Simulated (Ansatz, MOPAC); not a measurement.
Gas-phase reaction in SMILES: C=CCB(O)O [prop-2-enylboronic acid] + 6 [H][H] (H2) -> B (BH3) + 3 C (CH4) + 2 O (H2O)

Wanted: energy of full hydrogenation (enthalpy at 298 K), in kcal/mol. Set-up: LANL2DZ all-electron up to Ne; non-relativistic; valence correlation only; dispersion terms only where a functional's name holds one; spin-orbit terms left out. CBS(X,Y): correlation extrapolated as X^-3; Hartree-Fock from the larger set. First-principles rows: single points at B3LYP-D3(BJ) geometries (Ansatz, a quantum-chemistry and plane-wave program), with unscaled harmonic terms from B3LYP/6-31G* (Ansatz) at its own minima. Semi-empirical rows: MOPAC heats of formation at their own minima for 298 K.

```json
[
 {"species": "C=CCB(O)O", "coefficient": "-1", "E at B3LYP/LANL2DZ (Ansatz), Eh": "-293.88479", "E at wB97X-V/def2-TZVPD (Ansatz), Eh": "-293.94897", "H(298 K) - E, kcal/mol": "70.66", "heat of formation at AM1 (MOPAC), kcal/mol": "-154.99"},
 {"species": "[H][H] (H2)", "coefficient": "-6", "E at B3LYP/LANL2DZ (Ansatz), Eh": "-1.17442", "E at wB97X-V/def2-TZVPD (Ansatz), Eh": "-1.17238", "H(298 K) - E, kcal/mol": "8.44", "heat of formation at AM1 (MOPAC), kcal/mol": "-5.18"},
 {"species": "B (BH3)", "coefficient": "+1", "E at B3LYP/LANL2DZ (Ansatz), Eh": "-26.60397", "E at wB97X-V/def2-TZVPD (Ansatz), Eh": "-26.60537", "H(298 K) - E, kcal/mol": "19.05", "heat of formation at AM1 (MOPAC), kcal/mol": "26.25"},
 {"species": "C (CH4)", "coefficient": "+3", "E at B3LYP/LANL2DZ (Ansatz), Eh": "-40.51439", "E at wB97X-V/def2-TZVPD (Ansatz), Eh": "-40.51531", "H(298 K) - E, kcal/mol": "30.76", "heat of formation at AM1 (MOPAC), kcal/mol": "-8.79"},
 {"species": "O (H2O)", "coefficient": "+2", "E at B3LYP/LANL2DZ (Ansatz), Eh": "-76.41319", "E at wB97X-V/def2-TZVPD (Ansatz), Eh": "-76.43464", "H(298 K) - E, kcal/mol": "15.65", "heat of formation at AM1 (MOPAC), kcal/mol": "-59.25"}
]
```

Coupled cluster (Ansatz) is a level with limits of its own, used here on species with T1 under 0.025 (0.045 for open shells) and stable references: CCSD(T)/CBS(cc-pVTZ,cc-pVQZ). Value to compare with, CCSD(T)/CBS(cc-pVTZ,cc-pVQZ) (Ansatz): 2.0 kcal/mol. 1 Eh = 627.5095 kcal/mol.

Compute it at each level from the table, and compare with CCSD(T)/CBS(cc-pVTZ,cc-pVQZ) (Ansatz).


- B3LYP/LANL2DZ: the sum of coefficient times E is -0.04221 Eh, or -26.49 kcal/mol; the thermal terms add 21.33. Result: -5.2 kcal/mol. Its difference against CCSD(T)/CBS(cc-pVTZ,cc-pVQZ) (Ansatz) is -7.2 kcal/mol.
- wB97X-V/def2-TZVPD: the sum of coefficient times E is -0.03733 Eh, or -23.42 kcal/mol; the thermal terms add 21.33. Result: -2.1 kcal/mol. Its difference against CCSD(T)/CBS(cc-pVTZ,cc-pVQZ) (Ansatz) is -4.1 kcal/mol.
- AM1: the sum of coefficient times heat of formation is 67.45 kcal/mol; it needs no thermal term. Its difference against CCSD(T)/CBS(cc-pVTZ,cc-pVQZ) (Ansatz) is 65.4 kcal/mol.
